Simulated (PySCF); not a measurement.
Species: C4H5FO (charge +1 and doublet state).
SMILES with atom numbers: `[F:1][C+:2]1[CH:3][CH2:4][O:5][CH2:6]1` (hydrogens: H7 on C3; H8, H9 on C4; H10, H11 on C6)

Structure used (GFN2-xTB), in Å, numbered top down from 1:
```xyz
11
C4H5FO angstrom
F      1.0978    1.9140    0.9238
C      0.4855    0.8863    0.4245
C     -0.8456    0.7400    0.1853
C     -1.0311   -0.5990   -0.3857
O      0.2199   -1.2031   -0.4642
C      1.2010   -0.3494    0.0167
H     -1.6304    1.4518    0.3698
H     -1.7187   -1.2404    0.2032
H     -1.5065   -0.5928   -1.3882
H      1.7583   -0.8294    0.8457
H      1.9752   -0.1751   -0.7569
```

Theory: UKS B3LYP, pcH-1 on C F H O, non-relativistic, mean-field spin-orbit, GIAO (PySCF). Isolated species at its GFN2-xTB geometry, gas phase. Couplings are sensitive to structure, and on GFN2-xTB geometries they can be far from those on DFT ones, by a factor of two or more for some ions and for spin on atoms past the first row. The SCF solution wasn't tested for stability.

Problem. Give the principal g shifts and their parts.

Solution. 
```tsv
Δg (ppt)	1	2	3
relativistic mass correction	-0.20	-0.20	-0.20
gauge correction	0.00	0.02	0.03
orbital Zeeman/spin–orbit	-0.01	2.56	6.34
total	-0.21	2.38	6.17
```

So g = 2.00211, 2.00470, 2.00849 and g_iso = 2.00510; the tensor is rhombic: the two nearest values differ by 41 % of g3 − g1. Axes: g2 points within 11° of the C2–C6 bond and g3 points within 9° of the C2–C3 bond.

Problem. What are the electron Larmor frequencies g μB B/h along the three axes at 330 mT?

Solution. 9.2473, 9.2592, 9.2767 GHz for g1, g2 and g3, a range of 29.5 MHz.

Problem. At 9.383 GHz, how far is the centre of the isotropic spectrum from where a free electron (g = 2.002319) resonates?

Solution. B = hν/(g μB) with μB/h = 13.99624 MHz/mT gives 334.81 mT for the free electron and 334.34 mT at g_iso, 0.46 mT lower.

Problem. Average each term over the three axes. Which is largest in size?

Solution. The orbital-Zeeman/spin–orbit term 2.96, the mass correction -0.20 and the gauge correction 0.01 ppt, for a total of 2.78 ppt. The orbital-Zeeman/spin–orbit term is the largest in size. The mass correction is the same along every axis, so the anisotropy comes from the other two: their spans along these axes are 0.02 (gauge) and 6.35 ppt (orbital Zeeman/spin–orbit).

Problem. In a frozen sample, at which fields do the three g values resonate at 9.5, 34, 94 and 263 GHz (hyperfine left aside), and which band first spreads them over more than twice a line width of 0.3 mT?

Solution. 
```
band    GHz  B(g3) mT  B(g2) mT  B(g1) mT  spread mT
   X    9.5    337.94    338.58    339.02       1.08
   Q   34.0   1209.48   1211.77   1213.33       3.85
   W   94.0   3343.85   3350.17   3354.50      10.65
   J  263.0   9355.66   9373.36   9385.47      29.81
```

The spread grows in proportion to the frequency. X band is the first where it exceeds 0.6 mT.

The Mulliken spin populations are largest on C3 (+0.29), O5 (+0.21), C2 (+0.16) and H8 (+0.10). Three atoms exceed +0.15.

The HOMO–LUMO gaps are 6.70 eV among the α and 2.57 eV among the β orbitals.

On an Arm Neoverse N1 with one thread, no GPU (shared host), this took 43 s wall (grids of density and orbitals included) and 0.79 GiB of memory at its peak.
